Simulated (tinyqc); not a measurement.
Inside a calculation. Method: Pariser-Parr-Pople SCF with singles CI, for the molecule c1ccoc1 (SMILES; centres numbered as the heavy atoms are written). One step of it, computed by the program tinyqc.

Question. PPP integrals. Ohno: gamma = 14.399645/sqrt(R^2 + a^2), a = 2 x 14.399645/(gamma_rr + gamma_ss); H_rr = -W_r - sum_(s != r) z_s gamma_rs; H_rs = beta for bonds.

Centres (angstrom, eV; a flat drawing with bonds scaled to 1.40 angstrom):
```
centre          x          y  core charge z          W   gamma_rr
1C       1.191000   0.000000              1  10.140000   9.630000
2C       0.368000   1.133000              1  10.140000   9.630000
3C      -0.963000   0.700000              1  10.140000   9.630000
4O      -0.963000  -0.700000              2  30.620000  18.830000
5C       0.368000  -1.133000              1  10.140000   9.630000
```

Resonance integrals (eV):
```
i  j       beta
1  2  -2.390000
2  3  -2.390000
3  4  -2.190000
4  5  -2.190000
5  1  -2.390000
```

Give: repulsion gamma_rs; core matrix H.

Answer.

repulsion gamma_rs (eV):
```
        1C      2C      3C       4O      5C
1C  9.6300  7.0289  5.3058   5.8048  7.0289
2C  7.0289  9.6300  7.0305   5.8039  5.3039
3C  5.3058  7.0305  9.6300   8.3359  5.3051
4O  5.8048  5.8039  8.3359  18.8300  8.3372
5C  7.0289  5.3039  5.3051   8.3372  9.6300
```

core matrix H (eV):
```
          1C        2C        3C        4O        5C
1C  -41.1130   -2.3900    0.0000    0.0000   -2.3900
2C   -2.3900  -41.1112   -2.3900    0.0000    0.0000
3C    0.0000   -2.3900  -44.4533   -2.1900    0.0000
4O    0.0000    0.0000   -2.1900  -58.9018   -2.1900
5C   -2.3900    0.0000    0.0000   -2.1900  -44.4525
```
